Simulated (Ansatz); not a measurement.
**C5H6S (3-methylthiophene): the vertical ionisation energy from total energies**

C5H6S: 12 atoms, total charge 0, spin state singlet. As SMILES, `Cc1ccsc1`. The coordinates come from a PBE0-D4/def2-TZVP relaxation.

Both states at this one shape; open shells run unrestricted unless said. 1 Eh = 27.2114 eV.

```tsv
level	program	singlet C5H6S (Eh)	doublet C5H6S+ (Eh)	HOMO of the first (eV)
SVWN5/cc-pVDZ	Ansatz	-589.164145	-588.844730	-5.64
revPBE/cc-pVDZ	Ansatz	-592.211348	-591.901989	-5.44
wB97M-V/cc-pVDZ	Ansatz	-592.223295	-591.907327	-8.67
wB97X/cc-pVDZ	Ansatz	-592.280164	-591.963000	-8.81
```

Question: Work out the vertical ionisation energy at each level.

Answer: 
1. SVWN5/cc-pVDZ: -588.844730 − (-589.164145) = 0.319415 Eh = 8.69 eV; −ε(HOMO) = 5.64 eV.
2. revPBE/cc-pVDZ: -591.901989 − (-592.211348) = 0.309359 Eh = 8.42 eV; −ε(HOMO) = 5.44 eV.
3. wB97M-V/cc-pVDZ: -591.907327 − (-592.223295) = 0.315968 Eh = 8.60 eV; −ε(HOMO) = 8.67 eV.
4. wB97X/cc-pVDZ: -591.963000 − (-592.280164) = 0.317164 Eh = 8.63 eV; −ε(HOMO) = 8.81 eV.

No measured value is set beside it here; the levels span 8.42 to 8.69 eV. In semi-local functionals −ε(HOMO) lies far under the ionisation energy, a result of self-interaction.
